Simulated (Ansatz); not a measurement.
Reaction (substitution at a C–O bond): `CNCOC` + CH₃NH₂ → `CNCNC` + CH₃OH

Computed with Ansatz on PBE0-D4/def2-TZVP structures; ΔE is electronic, products minus reactants. CBS: MP2 limit from def2 TZ/QZ plus the TZ coupled-cluster correction, frozen cores. This one scheme is used for every species. Functionals use def2-TZVPP. Each species was taken in one conformer, which may not be the lowest.

(1) Is it downhill or uphill in electronic energy at CCSD(T)/CBS, and by how much? (Estimate.)

(2) What do these levels give: ωB97M-V, PBE0, MP2/def2-TZVPP, CCSD/def2-TZVPP, HF/def2-QZVPP, HF/CBS(def2)? (Estimate.)

Largest T1 diagnostic among the species: 0.010.

## Answers

(1) Computed: Uphill: ΔE = +3.7 kJ/mol.

(2) Computed: ωB97M-V 6.1, PBE0 4.4, MP2/def2-TZVPP 3.0, CCSD/def2-TZVPP 4.5, HF/def2-QZVPP 6.6, HF/CBS(def2) 6.6 kJ/mol.
